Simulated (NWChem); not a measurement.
# ammonia (NH3); SMILES N

Program: NWChem. Structure relaxed at the PBE0/def2-SVP level. Level: M05-2X/def2-SVP with SMD (1 M gas to 1 M solution), gas-phase geometry.

**Question.** Among these, which solvent gives the highest value of “cavity-dispersion-structure term (kcal/mol)”?
(A) acetonitrile
(B) 1-octanol
(C) n-hexane
(D) water

**Answer.** D, water. Values: n-hexane 1.4; acetonitrile 1.7; 1-octanol 1.7; water 2.2
